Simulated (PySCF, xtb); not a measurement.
Bonds broken one at a time in the series SiH2(OH)-X. All species are isolated molecules in the gas phase. One relaxed conformer stands for each flexible species; it need not be the lowest. Strings in code marks are SMILES.

Quantity: homolytic bond dissociation enthalpy at 298 K (no spin–orbit term), in eV. Enthalpy corrections at 298 K come from GFN2-xTB frequencies (xtb).

A: C–Si bond of `C[SiH2]O` (C–Si–O–H torsion 70°), giving `O[SiH2]` and `[CH3]`
B: Si–O bond of `N#C[SiH2]O`, giving `N#C[SiH2]` and `[OH]`
C: C–Si bond of `CC[SiH2]O` (C–C–Si–O torsion -58°, C–Si–O–H torsion -73°), giving `O[SiH2]` and `[CH2]C`
D: C–O bond of `O=C(O)[SiH2]O`, giving `O=[C][SiH2]O` (O–C–Si–O torsion 145°, C–Si–O–H torsion 45°) and `[OH]`
E: C–Si bond of `O=C(O)[SiH2]O`, giving `O=[C]O` (O–C–O–H torsion 0°) and `O[SiH2]`

**Question.** Rank these by homolytic bond dissociation enthalpy at 298 K (no spin–orbit term) (lowest first), as PBE-D3(BJ)/def2-TZVP // PBE0-D4/def2-TZVP (PySCF) gives it.

**Answer.** E (3.64 eV), C (3.66 eV), A (3.91 eV), D (4.64 eV), B (5.26 eV)
